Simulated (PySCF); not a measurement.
# Frontier orbitals and the lowest excitations

Species: C5H8.
Geometry (PBE0-D3(BJ)/def2-SVP, Å), atoms numbered from 1 in this order:
```xyz
13
C5H8 angstrom
C      2.740   -0.074    0.311
C      1.536   -0.153   -0.196
C      0.329   -0.222   -0.700
C     -0.848    0.604   -0.257
C     -1.954   -0.241    0.366
H      3.492    0.600   -0.113
H      3.036   -0.682    1.173
H      0.146   -0.961   -1.493
H     -1.250    1.145   -1.131
H     -0.506    1.371    0.456
H     -2.816    0.381    0.650
H     -1.593   -0.758    1.268
H     -2.313   -1.010   -0.336
```

Method: TDDFT B3LYP/def2-SVPD, vertical, gas phase, core orbitals frozen in the response in PySCF.

Kohn–Sham orbitals with the atoms that hold most of them (Löwdin shares over 4%, at most four atoms; ? is withheld):

```json
{"orbital": "HOMO-3", "ε (eV)": "-9.93", "atoms": "C5 32%, C4 17%, H11 14%, H12 9%"}
{"orbital": "HOMO-2", "ε (eV)": "-9.43", "atoms": "C4 27%, C5 22%, H10 14%, H13 11%"}
{"orbital": "HOMO-1", "ε (eV)": "-7.34", "atoms": "?"}
{"orbital": "HOMO", "ε (eV)": "-7.03", "atoms": "?"}
{"orbital": "LUMO", "ε (eV)": "?", "atoms": "C1 25%, C2 25%, C3 12%, H8 8%"}
{"orbital": "LUMO+1", "ε (eV)": "0.20", "atoms": "C2 28%, C3 24%, C1 14%, C5 6%"}
{"orbital": "LUMO+2", "ε (eV)": "0.69", "atoms": "C1 27%, C2 20%, H6 10%, C3 9%"}
```

**Question.** Which atoms hold the HOMO, and with what shares?

**Answer.** C3 (bonded to 2 C and H) 35%; C2 (bonded to 2 C) 33%; C1 (bonded to C and 2 H) 9%; C4 (bonded to 2 C and 2 H) 7%.

**Question.** Which atoms hold the HOMO-1, and with what shares?

**Answer.** C1 (bonded to C and 2 H) 41%; C2 (bonded to 2 C) 34%; C3 (bonded to 2 C and H) 8%; C4 (bonded to 2 C and 2 H) 4%.

**Question.** What is the LUMO energy, and the HOMO–LUMO gap?

**Answer.** ε(LUMO) = -0.01 eV; the gap is 7.02 eV (0.2579 hartree).

**Question.** How does S1 compare with the orbital gap of 7.02 eV?

**Answer.** S1 is at 5.59 eV (f = 0.0005), 1.42 eV below the gap, made of HOMO→LUMO (85%). Without the coupling terms of the response equations the lowest excitation would equal the gap.

**Question.** One configuration dominates each of S1 and S2. Which, and how do the shares of the two leading atoms of either orbital change from the occupied to the empty one?

**Answer.** 
- S1 (5.59 eV, f 0.0005), HOMO→LUMO (85%): C3 35% → 12%, C2 33% → 25%, C1 9% → 25%
- S2 (6.10 eV, f 0.0001), HOMO-1→LUMO+1 (84%): C1 41% → 14%, C2 34% → 28%, C3 8% → 24%

Löwdin shares depend on the basis, the more so with diffuse functions.

The run took 65 s wall on Arm Neoverse V1, one thread, no GPU (shared host).

One conformer stands for the species.
